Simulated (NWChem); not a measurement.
# M06-SX/x2c-TZVPall-2c (DKH3) run of MgNH2F (SMILES [NH2][Mg][F])

Aim: the vertical electron affinity of MgNH2F at M06-SX/x2c-TZVPall-2c (DKH3), from 2 runs. 

Program for the calculation: NWChem 7.3.0.

1 further run of the same task is left out (set aside as unsound or not needed).

**1. The system as given**

The species is MgNH2F (5 atoms), meant as a singlet with charge 0. As SMILES, `[NH2][Mg][F]`. Geometry: relaxed at PBE0-D4/def2-TZVP.

Bond lengths: N1–Mg2 1.876 Å, Mg2–F3 1.755 Å, N1–H4 1.009 Å, N1–H5 1.009 Å. Angles: N1–Mg2–F3 180.0°, Mg2–N1–H4 126.3°, Mg2–N1–H5 126.3°, H4–N1–H5 107.3°.

**2. Energy and gradient at M06-SX/x2c-TZVPall-2c (DKH3)**

Contents of fh2mgn.nw:

```
start fh2mgn
memory total 2200 mb
charge 0

geometry units angstrom noautosym nocenter noautoz
  N    -0.550500    0.605900   -0.218900
  Mg    0.668100   -0.744500    0.240100
  F     1.808300   -2.007900    0.669400
  H    -0.549300    1.554100    0.125000
  H    -1.326800    0.518800   -0.857000
end

basis spherical bse
  N library x2c-TZVPall-2c
  Mg library x2c-TZVPall-2c
  F library x2c-TZVPall-2c
  H library x2c-TZVPall-2c
end

relativistic
  douglas-kroll dk3
end

dft
  xc m06-sx
  grid medium
  mulliken
end

task dft gradient
```

Run with:

```
$ nwchem fh2mgn.nw > fh2mgn.out
```

Standard output:

```text
[...]
          Wavefunction type:  closed shell.
          No. of atoms     :     5
          No. of electrons :    30
[...]
          Charge           :     0
          Spin multiplicity:     1
[...]
          AO basis - number of functions:   109
[...]
              XC Information
              --------------
                      MN12-SX Method XC Functional
                     Hartree-Fock (Exact) Exchange  0.335
                        M06-SX Exchange Functional  1.000
                      M06-SX Correlation Potential  1.000
[...]
 d= 0,ls=0.0,diis     1   -356.2276061240 -4.36D+02  3.15D-02  1.27D+00    24.8
[...]
 d= 0,ls=0.0,diis     8   -356.3350077558  2.18D-08  3.92D-06  9.64D-07   124.4
         Total DFT energy =     -356.335007755805
      One electron energy =     -656.569057452922
           Coulomb energy =      254.777449728725
    Exchange-Corr. energy =      -34.742109729215
 Nuclear repulsion energy =       80.198709697606
[...]
      Total Density - Mulliken Population Analysis
     ---------------------------------------------
    Atom       Charge   Shell Charges
 -----------   ------   -------------------------------------------------------
    1 N    7     7.87   0.82  1.15  0.54  0.78  0.27  1.56  1.64  1.11  0.00 -0.00  0.00
    2 Mg  12    10.94   2.00  0.67  1.32  0.35  0.00  2.69  2.38  0.94  0.22  0.11  0.00  0.15  0.11
    3 F    9     9.60   0.77  1.20  0.60  0.96  0.41  2.29  2.15  1.22  0.00  0.00  0.00
    4 H    1     0.79   0.27  0.42  0.06  0.04
    5 H    1     0.79   0.27  0.42  0.06  0.04
[...]
  wavefunction    = closed shell
[...]
                         DFT ENERGY GRADIENTS
    atom               coordinates                        gradient
                 x          y          z           x          y          z
   1 N      -1.040294   1.144985  -0.413661    0.000986  -0.001094   0.000398
   2 Mg      1.262526  -1.406901   0.453723    0.000080  -0.000089   0.000033
   3 F       3.417192  -3.794381   1.264983    0.000598  -0.000660   0.000222
   4 H      -1.038026   2.936823   0.236216    0.000779   0.003057   0.001705
   5 H      -2.507288   0.980390  -1.619495   -0.002444  -0.001213  -0.002358
[...]
```

Run time: 4.3 min. Hardware: 1 thread of Intel Xeon Platinum 8175M at 2.50GHz (Skylake/Cascade Lake), shared host; peak memory 0.11 GiB.

**3. The doublet anion at the same level**

Contents of run.py:

```python
from ase import Atoms
from ase.calculators.nwchem import NWChem

system = Atoms(['N', 'Mg', 'F', 'H', 'H'], positions=[
    [-0.550500, 0.605900, -0.218900],
    [0.668100, -0.744500, 0.240100],
    [1.808300, -2.007900, 0.669400],
    [-0.549300, 1.554100, 0.125000],
    [-1.326800, 0.518800, -0.857000],
])

calc = NWChem(
    label='fh2mgn',
    theory='dft',
    memory='2200 mb',
    basis='x2c-TZVPall-2c',
    basispar='spherical bse',
    charge=-1,
    relativistic={'douglas-kroll': 'dk3'},
    dft={'xc': 'm06-sx', 'mult': '2', 'grid': 'medium', 'iterations': '150', 'mulliken': None},
)
system.calc = calc

forces = system.get_forces()
e = system.get_potential_energy()
print(f"E = {e:.6f} eV")
print("forces (eV/A):")
for s, f in zip(system.symbols, forces):
    print(f"{s:2s} {f[0]:10.5f} {f[1]:10.5f} {f[2]:10.5f}")
```

Run with:

```
$ export ASE_NWCHEM_COMMAND="nwchem PREFIX.nwi > PREFIX.nwo"
$ python run.py
```

Standard output:

```text
E = -9695.630972 eV
forces (eV/A):
N    -0.48229    0.53314   -0.18173
Mg   -0.02818    0.03121   -0.01049
F     0.64463   -0.71430    0.24271
H     0.00293    0.16866    0.06335
H    -0.13704   -0.01877   -0.11380
```

The calculator wrote fh2mgn.nwi:

```
title "fh2mgn"

permanent_dir fh2mgn

scratch_dir fh2mgn

start fh2mgn

geometry units angstrom nocenter noautosym noautoz
  N  -5.5049999999999999e-01 6.0589999999999999e-01 -2.1890000000000001e-01
  Mg 6.6810000000000003e-01 -7.4450000000000005e-01 2.4010000000000001e-01
  F  1.8083000000000000e+00 -2.0078999999999998e+00 6.6940000000000000e-01
  H  -5.4930000000000001e-01 1.5541000000000000e+00 1.2500000000000000e-01
  H  -1.3268000000000000e+00 5.1880000000000004e-01 -8.5699999999999998e-01
end

charge -1

memory 2200 mb

basis spherical bse noprint
   * library x2c-TZVPall-2c
end

relativistic
  douglas-kroll dk3
end
dft
  xc m06-sx
  mult 2
  grid medium
  iterations 150
  mulliken
end

task dft gradient
```

fh2mgn.nwo, cut to the lines that bear on the results:

```text
[...]
      One electron energy =     -662.580285470073
[... 1 line left out ...]
    Exchange-Corr. energy =      -34.853773157029
[... 6 lines left out ...]
                    DFT Final Alpha Molecular Orbital Analysis
[... 1711 lines left out ...]
          Convergence on energy requested:  1.00D-06
[...]
                         DFT ENERGY GRADIENTS
    atom               coordinates                        gradient
                 x          y          z           x          y          z
   1 N      -1.040294   1.144985  -0.413661    0.009379  -0.010368   0.003534
   2 Mg      1.262526  -1.406901   0.453723    0.000548  -0.000607   0.000204
   3 F       3.417192  -3.794381   1.264983   -0.012536   0.013891  -0.004720
   4 H      -1.038026   2.936823   0.236216   -0.000057  -0.003280  -0.001232
   5 H      -2.507288   0.980390  -1.619495    0.002665   0.000365   0.002213
[...]
```

It took 5 min on 1 thread of Intel Xeon Platinum 8175M at 2.50GHz (Skylake/Cascade Lake), shared host; peak memory 0.12 GiB.

**4. Summary of results**

Level: M06-SX/x2c-TZVPall-2c (DKH3).

| quantity | value |
| --- | --- |
| singlet MgNH2F: total energy | -356.33501 Eh |
| singlet MgNH2F: dipole moment | 2.18 D |
| singlet MgNH2F: HOMO energy | -6.20 eV |
| singlet MgNH2F: LUMO energy | -0.63 eV |
| singlet MgNH2F: HOMO–LUMO gap | 5.57 eV |
| singlet MgNH2F: largest force on an atom | 0.185 eV/Å |
| doublet anion: total energy | -356.30787 Eh |
| doublet anion: HOMO energy (highest over α and β) | 2.42 eV |
| doublet anion: LUMO energy (lowest over α and β) | 3.19 eV |
| doublet anion: ⟨S²⟩ | 0.750 |
| doublet anion: largest force on an atom | 0.992 eV/Å |
| vertical electron affinity (to the doublet anion) | -0.738 eV |

**Reading.** The anion lies 0.74 eV (71.3 kJ/mol) above the neutral: the electron isn't bound at this level, and such a value depends on the basis. Without diffuse functions anions come out too high. Mulliken charges (singlet MgNH2F) run from -0.87 on N1 to +1.06 on Mg2. The HOMO (doublet anion) lies at positive energy, 2.42 eV; only total energies tell whether the electron is bound.
